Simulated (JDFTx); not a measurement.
Input for JDFTx (a modified build): B (SMILES [B+]), charge +1, multiplicity 1, vacuum; lengths in bohr, energies in hartree. JDFTx counts charge in electrons: elec-initial-charge is the number of excess electrons.

```
lattice \
  14.1729459347 0.0000000000 0.0000000000 \
  0.0000000000 14.1729459347 0.0000000000 \
  0.0000000000 0.0000000000 14.1729459347
coords-type Cartesian
ion B 0.0000000000 0.0000000000 0.0000000000 0
ion-species pseudo/b_pbe_v1.4.upf
elec-cutoff 12 60
elec-ex-corr gga-PBE
symmetries none
coulomb-interaction Isolated
coulomb-truncation-embed 0 0 0
elec-n-bands 1
elec-initial-charge -1
electronic-minimize nIterations 150 energyDiffThreshold 1e-7
dump-name s0.$VAR
dump End State Ecomponents EigStats BandEigs Forces ElecDensity IonicPositions
```

The minimisation and the closing blocks of the log:

```
ElecMinimize: Iter:   0  Etot: -2.286343891800375  |grad|_K:  1.315e-03  alpha:  1.000e+00
ElecMinimize: Iter:   1  Etot: -2.303546776977377  |grad|_K:  2.369e-04  alpha:  1.737e+00  linmin: -5.845e-02
ElecMinimize: Iter:   2  Etot: -2.303965481941481  |grad|_K:  3.987e-05  alpha:  1.291e+00  linmin:  4.215e-04
ElecMinimize: Iter:   3  Etot: -2.303976130645737  |grad|_K:  6.704e-06  alpha:  1.176e+00  linmin:  1.301e-03
ElecMinimize: Iter:   4  Etot: -2.303976455799797  |grad|_K:  1.943e-06  alpha:  1.271e+00  linmin:  2.677e-05
ElecMinimize: Iter:   5  Etot: -2.303976495967983  |grad|_K:  9.760e-07  alpha:  1.868e+00  linmin:  2.419e-05
ElecMinimize: Iter:   6  Etot: -2.303976504911750  |grad|_K:  1.980e-07  alpha:  1.649e+00  linmin: -2.637e-05
ElecMinimize: Converged (|Delta Etot|<1.000000e-07 for 2 iters).

# Ionic positions in cartesian coordinates:
ion B   0.000000000000000   0.000000000000000   0.000000000000000 0

# Forces in Cartesian coordinates:
force B   0.000000045072846  -0.000000287805049   0.000000138007349 0

# Energy components:
       EH =        1.0125638148531160
     Eloc =       -3.9636385382435666
      Enl =        0.5505648908365436
      Exc =       -0.9214128664779009
 Exc_core =        0.3423198702232916
       KE =        0.6756263238967670
-------------------------------------
     Etot =       -2.3039765049117498


	eMin: -0.716078 at state 0 ( [ +0.000000 +0.000000 +0.000000 ] spin 0 )
	HOMO: -0.716078 at state 0 ( [ +0.000000 +0.000000 +0.000000 ] spin 0 )
```

The run took 7 electronic cycles; the highest occupied level lies at -19.49 eV from the vacuum level.
